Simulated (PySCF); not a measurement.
# Be₂H₄, a complex of two parts: interaction energy, part 2 of 3

PySCF 2.14.0. Atoms count from 0, parts from 1.

### Step 5. Coupled-cluster interaction energy: CCSD(T) and MP2, 1.62 Å

Job settings and geometry (Å):

```
{"job": {"kind": "intercc", "basis": "aug-cc-pVDZ", "basis_mid": "aug-cc-pVTZ", "basis_large": "aug-cc-pVQZ"}, "charge": 0, "multiplicity": 1, "parts": [{"atoms": "0-2", "charge": 0, "multiplicity": 1}, {"atoms": "3-5", "charge": 0, "multiplicity": 1}]}
Be     0.031331     0.567918     0.311654
H     -0.859814    -0.235312    -0.553650
H      1.086762     0.241072     1.058117
Be    -1.631974     1.166673    -0.834042
H     -0.738733     1.971078     0.030201
H     -2.700004     1.486063    -1.565721
```

With the program's defaults for keys left out, this is: CCSD(T)/aug-cc-pVDZ and MP2/aug-cc-pVTZ, aug-cc-pVQZ counterpoise interaction energy, frozen core, gas phase.

The program printed:

```text
part 1, own basis, geometry of the cluster: E = -15.7474750928 (as before)

part 2, own basis, geometry of the cluster: E = -15.7475400318 (as before)

part 1, own basis, relaxed alone: E = -15.7719336708 (as before)

part 2, own basis, relaxed alone: E = -15.7719336708 (as before)

cluster
final grid: 4608 points
cycle   1  E = -31.5663460137  dE = -8.432e-02  |g| = 1.176e-01  |ddm| = 2.836e+00
cycle   2  E = -31.5769178536  dE = -1.057e-02  |g| = 4.739e-02  |ddm| = 4.715e-01
cycle   3  E = -31.5792661065  dE = -2.348e-03  |g| = 6.999e-03  |ddm| = 2.559e-01
cycle   4  E = -31.5793265213  dE = -6.041e-05  |g| = 1.100e-03  |ddm| = 4.350e-02
cycle   5  E = -31.5793278434  dE = -1.322e-06  |g| = 1.196e-04  |ddm| = 5.963e-03
cycle   6  E = -31.5793278559  dE = -1.246e-08  |g| = 2.402e-05  |ddm| = 1.247e-03
cycle   7  E = -31.5793278564  dE = -5.278e-10  |g| = 2.381e-06  |ddm| = 5.195e-04
converged SCF energy = -31.5793278564

part 1 in the basis of the cluster
final grid: 4608 points
cycle   1  E = -15.7475587961  dE = -1.038e-04  |g| = 2.132e-03  |ddm| = 1.267e+00
cycle   2  E = -15.7475604610  dE = -1.665e-06  |g| = 3.121e-04  |ddm| = 1.873e-01
cycle   3  E = -15.7475605154  dE = -5.444e-08  |g| = 3.037e-05  |ddm| = 3.418e-02
cycle   4  E = -15.7475605162  dE = -7.598e-10  |g| = 4.010e-06  |ddm| = 2.283e-03
converged SCF energy = -15.7475605162

part 2 in the basis of the cluster
final grid: 4608 points
cycle   1  E = -15.7476236888  dE = -1.037e-04  |g| = 2.131e-03  |ddm| = 1.269e+00
cycle   2  E = -15.7476253531  dE = -1.664e-06  |g| = 3.121e-04  |ddm| = 1.877e-01
cycle   3  E = -15.7476254075  dE = -5.443e-08  |g| = 3.036e-05  |ddm| = 3.426e-02
cycle   4  E = -15.7476254083  dE = -7.593e-10  |g| = 4.009e-06  |ddm| = 2.287e-03
converged SCF energy = -15.7476254083

Interaction energy (kcal/mol)
  counterpoise      -58.562
  uncorrected       -59.271
  dispersion part     0.000
  deformation        29.177
  binding           -29.385

Decomposition of the uncorrected value (kcal/mol)
  electrostatic     -84.739
  Pauli              92.862
  orbital           -61.056
  dispersion          0.000
  correlation        -6.339

Charge of each part in the cluster: 0.000 -0.000
part 1, own basis, geometry of the cluster: E = -15.7484706592 (as before)

part 2, own basis, geometry of the cluster: E = -15.7485346145 (as before)

part 1, own basis, relaxed alone: E = -15.7730139424 (as before)

part 2, own basis, relaxed alone: E = -15.7730139424 (as before)

cluster
final grid: 4608 points
cycle   1  E = -31.5684261076  dE = -8.421e-02  |g| = 1.189e-01  |ddm| = 2.638e+00
cycle   2  E = -31.5790196736  dE = -1.059e-02  |g| = 4.798e-02  |ddm| = 5.152e-01
cycle   3  E = -31.5813772758  dE = -2.358e-03  |g| = 7.001e-03  |ddm| = 3.100e-01
cycle   4  E = -31.5814370926  dE = -5.982e-05  |g| = 1.135e-03  |ddm| = 4.317e-02
cycle   5  E = -31.5814385001  dE = -1.407e-06  |g| = 1.219e-04  |ddm| = 6.707e-03
cycle   6  E = -31.5814385128  dE = -1.270e-08  |g| = 2.526e-05  |ddm| = 1.108e-03
cycle   7  E = -31.5814385134  dE = -5.779e-10  |g| = 2.535e-06  |ddm| = 4.251e-04
converged SCF energy = -31.5814385134

part 1 in the basis of the cluster
final grid: 4608 points
cycle   1  E = -15.7484612573  dE = -9.053e-06  |g| = 5.502e-04  |ddm| = 3.138e-01
cycle   2  E = -15.7484613306  dE = -7.325e-08  |g| = 5.684e-05  |ddm| = 2.884e-02
cycle   3  E = -15.7484613321  dE = -1.513e-09  |g| = 5.724e-06  |ddm| = 4.253e-03
cycle   4  E = -15.7484613321  dE = -2.505e-11  |g| = 8.215e-07  |ddm| = 5.037e-04
converged SCF energy = -15.7484613321

part 2 in the basis of the cluster
final grid: 4608 points
cycle   1  E = -15.7485252298  dE = -9.032e-06  |g| = 5.495e-04  |ddm| = 3.135e-01
cycle   2  E = -15.7485253029  dE = -7.310e-08  |g| = 5.678e-05  |ddm| = 2.875e-02
cycle   3  E = -15.7485253044  dE = -1.510e-09  |g| = 5.716e-06  |ddm| = 4.241e-03
cycle   4  E = -15.7485253044  dE = -2.496e-11  |g| = 8.196e-07  |ddm| = 5.043e-04
converged SCF energy = -15.7485253044

Interaction energy (kcal/mol)
  counterpoise      -59.201
  uncorrected       -59.462
  dispersion part     0.000
  deformation        29.432
  binding           -29.770

Decomposition of the uncorrected value (kcal/mol)
  electrostatic     -84.355
  Pauli              92.360
  orbital           -61.011
  dispersion          0.000
  correlation        -6.456

Charge of each part in the cluster: 0.000 -0.000
part 1 in the basis of the cluster: E(HF) = -15.744315549  E2 = -0.054639833  E(CCSD corr) = -0.072380254  (T) = -0.000587995
part 2 in the basis of the cluster: E(HF) = -15.744382664  E2 = -0.054635814  E(CCSD corr) = -0.072377748  (T) = -0.000588009
cluster: E(HF) = -31.572154355  E2 = -0.116156037  E(CCSD corr) = -0.149595754  (T) = -0.002207707

Counterpoise interaction energy (kcal/mol)
  hf_small                 -52.370
  mp2_small                -56.687
  ccsd_small               -55.405
  ccsdt_small              -56.053
  hf_large                 -52.994
  mp2_large                -59.201
  hf_middle                -52.800
  mp2_middle               -58.562
  scs_mp2_large            -57.517
  mp2_limit                -59.526
  ccsdt_less_mp2             0.634
  ccsdt_limit_estimate     -58.891
  bsse_mp2_large             0.261
```

Run time: 36 s. Hardware: 1 thread of Arm Neoverse N1, shared host; peak memory 0.57 GiB.

Contacts at this geometry (a selection, picked against the atoms' radii; other short pairs can be missing):

| atoms | distance (Å) | kind (by distance and angle) | angle (°) |
| --- | --- | --- | --- |
| Be3···H1 | 1.62 | coordination | – |
| Be0···H4 | 1.62 | coordination | – |
| Be0···Be3 | 2.11 | bonding distance | – |

Differences are taken before rounding.

| method | interaction energy (kcal/mol) | from CCSD(T), limit estimate (kcal/mol) |
| --- | --- | --- |
| HF/aug-cc-pVDZ | -52.37 | +6.52 |
| MP2/aug-cc-pVDZ | -56.69 | +2.20 |
| CCSD/aug-cc-pVDZ | -55.41 | +3.49 |
| CCSD(T)/aug-cc-pVDZ | -56.05 | +2.84 |
| HF/aug-cc-pVQZ | -52.99 | +5.90 |
| MP2/aug-cc-pVQZ | -59.20 | -0.31 |
| SCS-MP2/aug-cc-pVQZ | -57.52 | +1.37 |
| MP2, extrapolated | -59.53 | -0.63 |
| CCSD(T), limit estimate | -58.89 | 0 |

These energies keep the parts at their geometry in the cluster; deforming them to it costs 29.43 kcal/mol (MP2).

### Step 6. Coupled-cluster interaction energy: CCSD(T) and MP2, 1.40 Å

Settings changed since step 5:

```diff
@@ -4,4 +4,4 @@
 H      1.086762     0.241072     1.058117
-Be    -1.631974     1.166673    -0.834042
-H     -0.738733     1.971078     0.030201
-H     -2.700004     1.486063    -1.565721
+Be    -1.526680     0.975493    -0.795807
+H     -0.633439     1.779898     0.068436
+H     -2.594710     1.294883    -1.527486
```

With the program's defaults for keys left out, this is: CCSD(T)/aug-cc-pVDZ and MP2/aug-cc-pVTZ, aug-cc-pVQZ counterpoise interaction energy, frozen core, gas phase.

The program printed:

```text
part 1, own basis, geometry of the cluster: E = -15.7474750928 (as before)

part 2, own basis, geometry of the cluster: E = -15.7475400318 (as before)

part 1, own basis, relaxed alone: E = -15.7719336708 (as before)

part 2, own basis, relaxed alone: E = -15.7719336708 (as before)

cluster
final grid: 4608 points
cycle   1  E = -31.5673246277  dE = -1.191e-01  |g| = 1.371e-01  |ddm| = 3.692e+00
cycle   2  E = -31.5796531364  dE = -1.233e-02  |g| = 5.202e-02  |ddm| = 5.785e-01
cycle   3  E = -31.5821386545  dE = -2.486e-03  |g| = 7.902e-03  |ddm| = 2.919e-01
cycle   4  E = -31.5822124874  dE = -7.383e-05  |g| = 1.187e-03  |ddm| = 4.734e-02
cycle   5  E = -31.5822140355  dE = -1.548e-06  |g| = 1.200e-04  |ddm| = 6.091e-03
cycle   6  E = -31.5822140481  dE = -1.262e-08  |g| = 2.175e-05  |ddm| = 1.380e-03
cycle   7  E = -31.5822140485  dE = -3.989e-10  |g| = 2.463e-06  |ddm| = 4.171e-04
converged SCF energy = -31.5822140485

part 1 in the basis of the cluster
final grid: 4608 points
cycle   1  E = -15.7475756140  dE = -1.243e-04  |g| = 2.434e-03  |ddm| = 1.280e+00
cycle   2  E = -15.7475775403  dE = -1.926e-06  |g| = 3.478e-04  |ddm| = 1.965e-01
cycle   3  E = -15.7475776041  dE = -6.389e-08  |g| = 3.608e-05  |ddm| = 3.702e-02
cycle   4  E = -15.7475776052  dE = -1.073e-09  |g| = 5.368e-06  |ddm| = 2.964e-03
cycle   5  E = -15.7475776053  dE = -3.106e-11  |g| = 1.098e-06  |ddm| = 1.529e-04
converged SCF energy = -15.7475776053

part 2 in the basis of the cluster
final grid: 4608 points
cycle   1  E = -15.7476404052  dE = -1.241e-04  |g| = 2.433e-03  |ddm| = 1.282e+00
cycle   2  E = -15.7476423298  dE = -1.925e-06  |g| = 3.477e-04  |ddm| = 1.969e-01
cycle   3  E = -15.7476423936  dE = -6.385e-08  |g| = 3.606e-05  |ddm| = 3.709e-02
cycle   4  E = -15.7476423947  dE = -1.072e-09  |g| = 5.364e-06  |ddm| = 2.965e-03
cycle   5  E = -15.7476423947  dE = -3.106e-11  |g| = 1.096e-06  |ddm| = 1.528e-04
converged SCF energy = -15.7476423947

Interaction energy (kcal/mol)
  counterpoise      -60.874
  uncorrected       -61.766
  dispersion part     0.000
  deformation        29.177
  binding           -31.696

Decomposition of the uncorrected value (kcal/mol)
  electrostatic    -120.029
  Pauli             149.356
  orbital           -84.075
  dispersion          0.000
  correlation        -7.018

Charge of each part in the cluster: 0.000 -0.000
part 1, own basis, geometry of the cluster: E = -15.7484706592 (as before)

part 2, own basis, geometry of the cluster: E = -15.7485346145 (as before)

part 1, own basis, relaxed alone: E = -15.7730139424 (as before)

part 2, own basis, relaxed alone: E = -15.7730139424 (as before)

cluster
final grid: 4608 points
cycle   1  E = -31.5696834144  dE = -1.188e-01  |g| = 1.389e-01  |ddm| = 3.658e+00
cycle   2  E = -31.5820349141  dE = -1.235e-02  |g| = 5.276e-02  |ddm| = 6.842e-01
cycle   3  E = -31.5845318158  dE = -2.497e-03  |g| = 7.914e-03  |ddm| = 3.737e-01
cycle   4  E = -31.5846052729  dE = -7.346e-05  |g| = 1.222e-03  |ddm| = 4.779e-02
cycle   5  E = -31.5846069169  dE = -1.644e-06  |g| = 1.237e-04  |ddm| = 7.280e-03
cycle   6  E = -31.5846069302  dE = -1.333e-08  |g| = 2.287e-05  |ddm| = 1.240e-03
cycle   7  E = -31.5846069306  dE = -4.299e-10  |g| = 2.542e-06  |ddm| = 3.414e-04
converged SCF energy = -31.5846069306

part 1 in the basis of the cluster
final grid: 4608 points
cycle   1  E = -15.7484581317  dE = -9.863e-06  |g| = 5.747e-04  |ddm| = 3.881e-01
cycle   2  E = -15.7484582105  dE = -7.877e-08  |g| = 5.917e-05  |ddm| = 3.796e-02
cycle   3  E = -15.7484582121  dE = -1.628e-09  |g| = 5.989e-06  |ddm| = 5.449e-03
cycle   4  E = -15.7484582122  dE = -2.719e-11  |g| = 8.534e-07  |ddm| = 4.981e-04
converged SCF energy = -15.7484582122

part 2 in the basis of the cluster
final grid: 4608 points
cycle   1  E = -15.7485220895  dE = -9.841e-06  |g| = 5.739e-04  |ddm| = 3.877e-01
cycle   2  E = -15.7485221681  dE = -7.859e-08  |g| = 5.910e-05  |ddm| = 3.778e-02
cycle   3  E = -15.7485221697  dE = -1.624e-09  |g| = 5.979e-06  |ddm| = 5.410e-03
cycle   4  E = -15.7485221697  dE = -2.721e-11  |g| = 8.514e-07  |ddm| = 4.958e-04
converged SCF energy = -15.7485221697

Interaction energy (kcal/mol)
  counterpoise      -61.936
  uncorrected       -62.268
  dispersion part     0.000
  deformation        29.432
  binding           -32.505

Decomposition of the uncorrected value (kcal/mol)
  electrostatic    -119.673
  Pauli             148.561
  orbital           -83.887
  dispersion          0.000
  correlation        -7.269

Charge of each part in the cluster: 0.000 -0.000
part 1 in the basis of the cluster: E(HF) = -15.744393527  E2 = -0.054852146  E(CCSD corr) = -0.072561671  (T) = -0.000591778
part 2 in the basis of the cluster: E(HF) = -15.744460212  E2 = -0.054848087  E(CCSD corr) = -0.072559190  (T) = -0.000591795
cluster: E(HF) = -31.574676654  E2 = -0.116554594  E(CCSD corr) = -0.149555891  (T) = -0.002086833

Counterpoise interaction energy (kcal/mol)
  hf_small                 -53.855
  mp2_small                -58.156
  ccsd_small               -56.638
  ccsdt_small              -57.205
  hf_large                 -54.986
  mp2_large                -61.936
  hf_middle                -54.590
  mp2_middle               -60.874
  scs_mp2_large            -60.111
  mp2_limit                -62.422
  ccsdt_less_mp2             0.951
  ccsdt_limit_estimate     -61.470
  bsse_mp2_large             0.332
```

Wall time 36 s (1 thread of Arm Neoverse N1, shared host); peak memory 0.57 GiB.

Contacts at this geometry (a selection, picked against the atoms' radii; other short pairs can be missing):

| atoms | distance (Å) | kind (by distance and angle) | angle (°) |
| --- | --- | --- | --- |
| H1···Be3 | 1.40 | bonding distance | – |
| Be0···H4 | 1.40 | bonding distance | – |
| Be0···Be3 | 1.95 | bonding distance | – |

| method | interaction energy (kcal/mol) | from CCSD(T), limit estimate (kcal/mol) |
| --- | --- | --- |
| HF/aug-cc-pVDZ | -53.85 | +7.62 |
| MP2/aug-cc-pVDZ | -58.16 | +3.31 |
| CCSD/aug-cc-pVDZ | -56.64 | +4.83 |
| CCSD(T)/aug-cc-pVDZ | -57.20 | +4.27 |
| HF/aug-cc-pVQZ | -54.99 | +6.48 |
| MP2/aug-cc-pVQZ | -61.94 | -0.47 |
| SCS-MP2/aug-cc-pVQZ | -60.11 | +1.36 |
| MP2, extrapolated | -62.42 | -0.95 |
| CCSD(T), limit estimate | -61.47 | 0 |

These energies keep the parts at their geometry in the cluster; deforming them to it costs 29.43 kcal/mol (MP2).

### Step 7. Coupled-cluster interaction energy: CCSD(T) and MP2, 1.85 Å

Settings changed since step 6:

```diff
@@ -4,4 +4,4 @@
 H      1.086762     0.241072     1.058117
-Be    -1.526680     0.975493    -0.795807
-H     -0.633439     1.779898     0.068436
-H     -2.594710     1.294883    -1.527486
+Be    -1.737269     1.357853    -0.872278
+H     -0.844028     2.162258    -0.008035
+H     -2.805299     1.677243    -1.603956
```

Level: CCSD(T)/aug-cc-pVDZ and MP2/aug-cc-pVTZ, aug-cc-pVQZ counterpoise interaction energy, frozen core, gas phase.

The program printed:

```text
part 1, own basis, geometry of the cluster: E = -15.7474750928 (as before)

part 2, own basis, geometry of the cluster: E = -15.7475400318 (as before)

part 1, own basis, relaxed alone: E = -15.7719336708 (as before)

part 2, own basis, relaxed alone: E = -15.7719336708 (as before)

cluster
final grid: 4608 points
cycle   1  E = -31.5530227926  dE = -5.637e-02  |g| = 9.681e-02  |ddm| = 2.268e+00
cycle   2  E = -31.5611490568  dE = -8.126e-03  |g| = 4.087e-02  |ddm| = 4.017e-01
cycle   3  E = -31.5631106680  dE = -1.962e-03  |g| = 5.826e-03  |ddm| = 2.455e-01
cycle   4  E = -31.5631538081  dE = -4.314e-05  |g| = 9.713e-04  |ddm| = 3.441e-02
cycle   5  E = -31.5631548282  dE = -1.020e-06  |g| = 1.355e-04  |ddm| = 5.694e-03
cycle   6  E = -31.5631548442  dE = -1.598e-08  |g| = 2.904e-05  |ddm| = 9.616e-04
cycle   7  E = -31.5631548450  dE = -8.563e-10  |g| = 3.002e-06  |ddm| = 4.841e-04
converged SCF energy = -31.5631548450

part 1 in the basis of the cluster
final grid: 4608 points
cycle   1  E = -15.7475456006  dE = -8.869e-05  |g| = 1.923e-03  |ddm| = 1.098e+00
cycle   2  E = -15.7475470589  dE = -1.458e-06  |g| = 2.860e-04  |ddm| = 1.502e-01
cycle   3  E = -15.7475471058  dE = -4.682e-08  |g| = 2.649e-05  |ddm| = 2.627e-02
cycle   4  E = -15.7475471063  dE = -5.740e-10  |g| = 3.338e-06  |ddm| = 1.446e-03
converged SCF energy = -15.7475471063

part 2 in the basis of the cluster
final grid: 4608 points
cycle   1  E = -15.7476105326  dE = -8.865e-05  |g| = 1.923e-03  |ddm| = 1.103e+00
cycle   2  E = -15.7476119909  dE = -1.458e-06  |g| = 2.860e-04  |ddm| = 1.511e-01
cycle   3  E = -15.7476120377  dE = -4.683e-08  |g| = 2.648e-05  |ddm| = 2.641e-02
cycle   4  E = -15.7476120383  dE = -5.740e-10  |g| = 3.338e-06  |ddm| = 1.452e-03
converged SCF energy = -15.7476120383

Interaction energy (kcal/mol)
  counterpoise      -47.739
  uncorrected       -48.290
  dispersion part     0.000
  deformation        29.177
  binding           -18.562

Decomposition of the uncorrected value (kcal/mol)
  electrostatic     -57.872
  Pauli              56.821
  orbital           -41.730
  dispersion          0.000
  correlation        -5.509

Charge of each part in the cluster: 0.000 -0.000
part 1, own basis, geometry of the cluster: E = -15.7484706592 (as before)

part 2, own basis, geometry of the cluster: E = -15.7485346145 (as before)

part 1, own basis, relaxed alone: E = -15.7730139424 (as before)

part 2, own basis, relaxed alone: E = -15.7730139424 (as before)

cluster
final grid: 4608 points
cycle   1  E = -31.5549773958  dE = -5.640e-02  |g| = 9.767e-02  |ddm| = 1.915e+00
cycle   2  E = -31.5631243315  dE = -8.147e-03  |g| = 4.127e-02  |ddm| = 3.911e-01
cycle   3  E = -31.5650921920  dE = -1.968e-03  |g| = 5.845e-03  |ddm| = 2.589e-01
cycle   4  E = -31.5651351114  dE = -4.292e-05  |g| = 9.993e-04  |ddm| = 3.765e-02
cycle   5  E = -31.5651361795  dE = -1.068e-06  |g| = 1.395e-04  |ddm| = 6.084e-03
cycle   6  E = -31.5651361956  dE = -1.616e-08  |g| = 3.061e-05  |ddm| = 8.716e-04
cycle   7  E = -31.5651361966  dE = -9.503e-10  |g| = 3.187e-06  |ddm| = 3.927e-04
converged SCF energy = -31.5651361966

part 1 in the basis of the cluster
final grid: 4608 points
cycle   1  E = -15.7484617102  dE = -7.428e-06  |g| = 4.773e-04  |ddm| = 2.326e-01
cycle   2  E = -15.7484617759  dE = -6.567e-08  |g| = 5.302e-05  |ddm| = 2.642e-02
cycle   3  E = -15.7484617773  dE = -1.393e-09  |g| = 5.120e-06  |ddm| = 4.560e-03
cycle   4  E = -15.7484617773  dE = -1.992e-11  |g| = 7.342e-07  |ddm| = 5.183e-04
converged SCF energy = -15.7484617773

part 2 in the basis of the cluster
final grid: 4608 points
cycle   1  E = -15.7485256806  dE = -7.414e-06  |g| = 4.768e-04  |ddm| = 2.325e-01
cycle   2  E = -15.7485257461  dE = -6.558e-08  |g| = 5.298e-05  |ddm| = 2.646e-02
cycle   3  E = -15.7485257475  dE = -1.391e-09  |g| = 5.114e-06  |ddm| = 4.577e-03
cycle   4  E = -15.7485257476  dE = -2.001e-11  |g| = 7.327e-07  |ddm| = 5.207e-04
converged SCF energy = -15.7485257476

Interaction energy (kcal/mol)
  counterpoise      -48.121
  uncorrected       -48.322
  dispersion part     0.000
  deformation        29.432
  binding           -18.689

Decomposition of the uncorrected value (kcal/mol)
  electrostatic     -57.566
  Pauli              56.558
  orbital           -41.766
  dispersion          0.000
  correlation        -5.549

Charge of each part in the cluster: 0.000 -0.000
part 1 in the basis of the cluster: E(HF) = -15.744265228  E2 = -0.054424349  E(CCSD corr) = -0.072186048  (T) = -0.000584078
part 2 in the basis of the cluster: E(HF) = -15.744332518  E2 = -0.054420387  E(CCSD corr) = -0.072183504  (T) = -0.000584094
cluster: E(HF) = -31.556124536  E2 = -0.115248825  E(CCSD corr) = -0.149180104  (T) = -0.002262345

Counterpoise interaction energy (kcal/mol)
  hf_small                 -42.374
  mp2_small                -46.392
  ccsd_small               -45.392
  ccsdt_small              -46.079
  hf_large                 -42.764
  mp2_large                -48.121
  hf_middle                -42.668
  mp2_middle               -47.739
  scs_mp2_large            -46.651
  mp2_limit                -48.330
  ccsdt_less_mp2             0.313
  ccsdt_limit_estimate     -48.016
  bsse_mp2_large             0.201
```

Run time: 36 s. Hardware: 1 thread of Arm Neoverse N1, shared host; peak memory 0.57 GiB.

Contacts at this geometry (a selection, picked against the atoms' radii; other short pairs can be missing):

| atoms | distance (Å) | kind (by distance and angle) | angle (°) |
| --- | --- | --- | --- |
| H1···Be3 | 1.85 | inside the van der Waals sum | – |
| Be0···H4 | 1.85 | inside the van der Waals sum | – |

Differences are taken before rounding.

| method | interaction energy (kcal/mol) | from CCSD(T), limit estimate (kcal/mol) |
| --- | --- | --- |
| HF/aug-cc-pVDZ | -42.37 | +5.64 |
| MP2/aug-cc-pVDZ | -46.39 | +1.62 |
| CCSD/aug-cc-pVDZ | -45.39 | +2.62 |
| CCSD(T)/aug-cc-pVDZ | -46.08 | +1.94 |
| HF/aug-cc-pVQZ | -42.76 | +5.25 |
| MP2/aug-cc-pVQZ | -48.12 | -0.10 |
| SCS-MP2/aug-cc-pVQZ | -46.65 | +1.37 |
| MP2, extrapolated | -48.33 | -0.31 |
| CCSD(T), limit estimate | -48.02 | 0 |

These energies keep the parts at their geometry in the cluster; deforming them to it costs 29.43 kcal/mol (MP2).

(Part 2 of 3 ends here.)
